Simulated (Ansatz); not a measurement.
System: C₂H₆N (charge -1, singlet). It need not be the lowest isomer of its formula. Whether it binds its extra electron was not tested at this geometry. SMILES: [CH2-]NC
Geometry from a B3LYP-D3(BJ)/def2-TZVP (Ansatz, a program for electronic structure) optimisation:
```xyz
9

C     -0.2459    -0.3411     1.2284
N     -0.1893     0.5091     0.0233
C      0.2439    -0.2186    -1.1473
H      0.7594    -0.4061     1.7078
H     -0.9084     0.1466     1.9644
H      0.4219     1.3325     0.1001
H      1.2326    -0.7173    -1.0449
H      0.3062     0.4565    -2.0215
H     -0.4753    -1.0178    -1.3552
```
Charge -1, spin multiplicity 1.

Q: Give the harmonic wavenumbers at B3LYP-D3(BJ)/def2-TZVP (Ansatz, finite differences of forces, unscaled).

A: 234, 262, 434, 696, 863, 922, 1095, 1129, 1163, 1202, 1399, 1422, 1450, 1475, 1503, 2756, 2805, 2884, 2903, 3018, 3169 cm⁻¹. Zero-point energy 46.9 kcal/mol.

Q: From these and the geometry, give the ideal-gas thermochemistry at 298.15 K and 1 atm (rigid rotor, harmonic oscillator).

A: Point group C1, rotational symmetry number 1. Rotational constants 39.01, 9.548, 8.537 GHz. S(trans) 37.28, S(rot) 22.14, S(vib) 5.23, S(elec, spin only) 0.00, S 64.6 cal/(mol K). H(298) - H(0) 3.37 kcal/mol; G - E(el) 31.0 kcal/mol.
